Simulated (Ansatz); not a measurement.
A run of Ansatz (development build ahead of 0.2.0) on singlet CH₃N at this shape:

```xyz
5

C    -0.0029   -0.0458   -0.6317
N     0.0249   -0.0982    0.6485
H     0.0352    0.9194    1.0597
H    -0.0159   -0.9979   -1.1867
H    -0.0394    0.8813   -1.2322
```

Its results:

```
Converged                       : yes
Total energy                    : -94.06218 hartree
Spin squared of the determinant : 0.000
Stability test                  : minimum among restricted orbitals
```

Forces (eV/Å):
```
atom      Fx      Fy      Fz
  C1  -0.113  -0.289   1.816
  N2   0.053   3.248  -1.484
  H3  -0.063  -3.021  -1.211
  H4   0.032   0.720   0.362
  H5   0.091  -0.658   0.517
```

(1) Which input gives this output? Name the method, the orbitals and the basis set, and write the input.

Answers

(1) RHF in def2-TZVP. An unrestricted run that stays on the closed shell gives the same numbers.

```yaml
crystal:
  periodic: [false, false, false]
  atoms:
    - { symbol: C, position_ang: [-0.00294, -0.04577, -0.63169] }
    - { symbol: "N", position_ang: [0.02494, -0.09822, 0.64852] }
    - { symbol: H, position_ang: [0.03521, 0.9194, 1.05973] }
    - { symbol: H, position_ang: [-0.01589, -0.99793, -1.18671] }
    - { symbol: H, position_ang: [-0.0394, 0.88134, -1.23218] }
basis:
  gaussian: { orbitals: def2-TZVP }
hamiltonian:
  xc: hf
output:
  forces: true
```
